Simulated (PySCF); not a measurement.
C₂H₃Cl₂N.
Geometry (PBE0-D3(BJ)/def2-SVP, Å), atoms numbered from 1 in this order:
```xyz
8
C2H3Cl2N angstrom
N      1.3412   -0.0297    0.6100
C      0.4086   -0.0413   -0.2414
C     -1.0147    0.0351    0.2234
Cl    -1.8713   -1.4400   -0.2790
Cl    -1.7750    1.4885   -0.4614
H      2.2530   -0.0883    0.1470
H      0.5273   -0.1050   -1.3391
H     -1.0546    0.1039    1.3168
```

Theory: PBE0-D3(BJ)/def2-SVP geometry optimisation, gas phase (PySCF).

Masses are those of the commonest isotopes; rigid-rotor values at the optimised geometry. The values belong to one conformer with, in the numbering `[H]/[N:1]=[CH:2]/[CH:3]([Cl:4])[Cl:5]`, N1–C2–C3–Cl4 -119°.

(1) What are A, B and C (cm⁻¹)?

(2) Classify the top.

(3) What does the inertial defect say?

(4) Give the other two planar moments, Paa and Pbb, and the rms extents of the mass along the axes.

(5) List the rotational levels J(Ka,Kc) to J = 5 (K).

(6) Predict some low-J microwave lines.

(7) Estimate the classical rotational partition function at 10 K, 25 K and 100 K.

## Answers

(1) Ia = 159.59, Ib = 177.92, Ic = 319.71 u·Å²; 505379 MHz·u·Å²/I gives 3167, 2841 and 1581 MHz, that is A = 0.10563, B = 0.09475, C = 0.05273 cm⁻¹.

(2) An asymmetric top: κ = (2 × 2841 − 3167 − 1581)/(3167 − 1581) = 0.59.

(3) Not planar: Δ = Ic − Ia − Ib = -17.79 u·Å². For a rigid frame Δ = −2 Σ m c², so Σ m c² = 8.90 u·Å² lies off the ab plane: 4.58 from hydrogen and 4.31 from heavier atoms. The atom farthest from that plane is 1.50 Å away.

(4) Paa = Σ m a² = (Ib + Ic − Ia)/2 = 169.02 and Pbb = Σ m b² = (Ia + Ic − Ib)/2 = 150.69 u·Å². With the mass M = 110.96 u, the rms extents √(P/M) along a, b and c are 1.23, 1.17, 0.28 Å.

(5) Above 0(0,0), as E/k:
J = 1: 1(0,1) 0.212, 1(1,1) 0.228, 1(1,0) 0.288
J = 2: 2(0,2) 0.589, 2(1,2) 0.592, 2(1,1) 0.773, 2(2,1) 0.820, 2(2,0) 0.868
J = 3: 3(0,3) 1.113, 3(1,3) 1.114, 3(1,2) 1.444, 3(2,2) 1.457, 3(2,1) 1.616, 3(3,1) 1.710, 3(3,0) 1.743
J = 4: 4(0,4) 1.788, 4(1,4) 1.788, 4(1,3) 2.260, 4(2,3) 2.262, 4(2,2) 2.576, 4(3,2) 2.612, 4(3,1) 2.745, 4(4,1) 2.899, 4(4,0) 2.919
J = 5: 5(0,5) 2.615, 5(1,5) 2.615, 5(1,4) 3.224, 5(2,4) 3.224, 5(2,3) 3.690, 5(3,3) 3.697, 5(3,2) 3.985, 5(4,2) 4.059, 5(4,1) 4.162, 5(5,1) 4.389, 5(5,0) 4.400
Those of J = 1 are B + C, A + C and A + B.

(6) The dipole components are |μa| = 1.13 D, |μb| = 0.04 D, |μc| = 1.11 D. Intensities carry the squares of the components, which stand as 1.00 : 0.00 : 0.98 (a : b : c). Some lines, for components of 0.1 D or more:

```tsv
type	branch	J(Ka,Kc)	MHz	lower level (cm⁻¹)
c	Q	1(1,1) ← 1(0,1)	326	0.147
c	Q	2(2,1) ← 2(1,1)	979	0.537
a	Q	2(2,0) ← 2(2,1)	989	0.570
a	Q	1(1,0) ← 1(1,1)	1260	0.158
a	Q	2(1,1) ← 2(1,2)	3779	0.411
a	R	1(0,1) ← 0(0,0)	4421	0.000
c	R	1(1,0) ← 0(0,0)	6007	0.000
a	R	2(1,2) ← 1(1,1)	7583	0.158
a	R	2(0,2) ← 1(0,1)	7853	0.147
a	R	2(1,1) ← 1(1,0)	10102	0.200
c	R	2(1,1) ← 1(0,1)	11688	0.147
c	R	2(2,0) ← 1(1,0)	12070	0.200
c	R	2(2,1) ← 1(1,1)	12341	0.158
```

(7) Point group Cs, symmetry number σ = 1; q = (√π/σ)·√((kT/h)³/(ABC)), k/h = 20836.6 MHz/K: 1410 at 10 K, 5590 at 25 K, 44700 at 100 K.

Not checked by PBE0-D3(BJ)/def2-SVP frequencies. Constants of a rigid frame at the computed geometry: no zero-point averaging, no centrifugal distortion. Quadrupole hyperfine structure (14N, 35Cl) is left out.
